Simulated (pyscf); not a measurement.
Thermochemistry of product channels of `[OH][Ga]` [singlet] + `[CH3]` [doublet] on the doublet surface, in kcal/mol, from ωB97M-D3(BJ)/def2-TZVP energies (ideal gas, 1 atm, RRHO with modes under 100 cm⁻¹ raised to 100, one conformer, R ln 2 for chiral ones without a mode under 150 cm⁻¹). PySCF, gas phase, ωB97X-D3(BJ)/def2-SVP geometries.

```tsv
products	ΔE	ΔH(298 K)	ΔG(298 K)	ΔG(600 K)
`[CH3][Ga][OH]` [doublet]	-25.3	-21.8	-12.7	-3.5
`[CH2][GaH][OH]` [doublet]	-1.2	-0.9	+8.8	+18.6
`[O][GaH2]` [doublet] + `[CH2]` [triplet]	+124.1	+118.5	+117.7	+116.8
`[O]=[Ga]` [doublet] + `[H][H]` + `[CH2]` [triplet]	+129.8	+123.7	+115.6	+107.1
`[CH2][Ga]=[O]` [doublet] + `[H][H]`	+51.6	+48.3	+50.5	+52.5
`[CH3][GaH][O]` [doublet]	+11.5	+12.4	+21.9	+31.6
`[CH3][Ga]=[O]` + `[H]` [doublet]	+50.4	+48.8	+52.6	+56.5
`[O]=[Ga]` [doublet] + `[CH4]`	+8.9	+11.7	+13.5	+15.8
```

The channel to [H₃C–Ga–OH]• turns unfavourable between 298 and 1200 K (ΔG from -12.7 kcal/mol to +14.2 kcal/mol).

These are energies of the channels, which say nothing of barriers. •O–GaH₂ lies 36.5 kcal/mol over its isomer [HO–GaH]• (electronic energy, ωB97M-D3(BJ)/def2-TZVP). The term symbol of open-shell O=Ga was not checked; spin-orbit terms and orbital degeneracy are left out. Elements up to Kr have no core potential and no relativistic terms here.
